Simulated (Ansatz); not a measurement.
# B₃ (sextet): the correlation ladder, cc-pVDZ

Aim: climb from Hartree-Fock through coupled cluster and multireference methods for B₃ (sextet) at one geometry and basis, and see what each rung misses.

Program: Ansatz 0.2.0, Gaussian basis. Level of theory: cc-pVDZ, core rule «outside noble gas», up to 3 orbitals frozen. These are calculated values, not measurements.

To be run: UHF; CCSD(T) on ROHF; CCSD(T) on UHF; BCCD(T) on ROHF; CISD as a restricted active space (open shells left free, so some higher excitations enter); CCSDT(Q) on ROHF; CCSDT(Q) on UHF; CASSCF and MRCISD+Q, 9 electrons in 11 orbitals; CASSCF and NEVPT4(SD), 9 electrons in 11 orbitals; CASSCF and NEVPT2, 9 electrons in 11 orbitals.

19 further runs of the same task are left out: 9 that didn't finish, 10 set aside as unsound or not needed. Runs told in other sessions of the task aren't counted.

### Step 1. What is computed

The geometry is a PBE0/def2-TZVP stationary point (not a proven minimum) of the parent state, kept for this charge and spin.

3 atoms, charge 0, spin multiplicity 6.

Atoms are counted from 1 here; the program's logs count them from 0.

Bond lengths: B1–B2 1.522 Å, B2–B3 1.522 Å. Angles: B1–B2–B3 180.0°.

### Step 2. UHF

Input file in.yaml:

```yaml
crystal:
  periodic: [false, false, false]
  atoms:
    - {symbol: B, position_ang: [0.000000, 0.000000, 1.521500]}
    - {symbol: B, position_ang: [0.000000, 0.000000, 0.000000]}
    - {symbol: B, position_ang: [0.000000, 0.000000, -1.521500]}
basis:
  gaussian: {orbitals: cc-pVDZ}
magnetization: {spin_polarized: true, initial_magnetization: 5}
hamiltonian: {xc: hf}
output: {orbitals: {seedname: orbitals}}
```

On the command line:

```console
$ ansatz run in.yaml --threads 1 --pin off --events-out ev --progress --plain --max-ram 2393MiB
```

The runs that follow: CCSD(T) on ROHF; CCSD(T) on UHF; BCCD(T) on ROHF; CISD as a restricted active space (open shells left free, so some higher excitations enter); CCSDT(Q) on ROHF; CCSDT(Q) on UHF; CASSCF and MRCISD+Q, 9 electrons in 11 orbitals; CASSCF and NEVPT4(SD), 9 electrons in 11 orbitals; CASSCF and NEVPT2, 9 electrons in 11 orbitals.

Before running them: what should the planned runs give, taken together? Wanted: UCCSDT(Q) from the RHF energy; RMP2 from UCCSDT(Q); UMP2 from UCCSDT(Q); RCCSD from UCCSDT(Q); RCCSD(T) from UCCSDT(Q); UCCSD(T) from UCCSDT(Q); RCCSDT(Q) from UCCSDT(Q); T1 diagnostic.

**Answer**, as computed:

| quantity | value |
| --- | --- |
| UCCSDT(Q) from the ROHF energy | -4.3818 eV |
| RMP2 from UCCSDT(Q) | +1077.7 meV |
| UMP2 from UCCSDT(Q) | +1085.0 meV |
| RCCSD from UCCSDT(Q) | +211.7 meV |
| RCCSD(T) from UCCSDT(Q) | +53.0 meV |
| UCCSD(T) from UCCSDT(Q) | +52.2 meV |
| RCCSDT(Q) from UCCSDT(Q) | +1.1 meV |
| levels within 1 kcal/mol (43 meV) | RCCSDT, UCCSDT, RCCSDT(Q) |
| T1 diagnostic | 0.028 |

What this shows: RCCSD(T) misses by +53.0 meV, 1.2 % of the correlation energy. These misses are within one basis, not against nature; the frozen cores of restricted and unrestricted runs differ, which can shift their rows.

With open shells the CI space here admits some higher excitations, so it is larger than plain CISD.
